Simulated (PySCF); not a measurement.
# XPS shifts beside NMR shieldings

C4H7FS.
Numbering: `[CH2:1]=[C:2]([CH3:3])[S:4][CH2:5][F:6]`

Binding energies: delta-SCF UKS SCAN, pcX-2 on the ionised atom, pcseg-1 elsewhere, spin-free X2C in PySCF. Shieldings: GIAO PBE0/pcSseg-1, non-relativistic, same geometry.

```
atom  C 1s (eV)
  C1     289.80
  C2     291.22
  C3     291.01
  C5     293.63
```

What are the absolute isotropic shieldings of these atoms?

| atom | environment | C 1s (eV) | isotropic shielding (ppm) |
| --- | --- | --- | --- |
| C1 | terminal =CH2 carbon | 289.80 | 74.0 |
| C3 | allylic carbon | 291.01 | 160.8 |
| C2 | fully substituted alkene carbon | 291.22 | 32.7 |
| C5 | sp3 C–F carbon | 293.63 | 93.5 |

Among the listed atoms, is the one with the highest binding energy also the least shielded?

No. The highest binding energy is at C5 (293.63 eV, shielding 93.5 ppm), the lowest shielding at C2 (32.7 ppm, 291.22 eV).

By binding energy: C1 < C3 < C2 < C5. By shielding: C2 < C1 < C5 < C3.

Spin contamination (⟨S²⟩ against 0.75 for a pure doublet) is marked for C 1s of C2 (0.86), which makes this value less certain. Geometry: GFN2-xTB, one conformer, isolated molecule.

Conformer computed: `[CH2:1]=[C:2]([CH3:3])[S:4][CH2:5][F:6]`: C1–C2–S4–C5 -20°, C2–S4–C5–F6 78°.
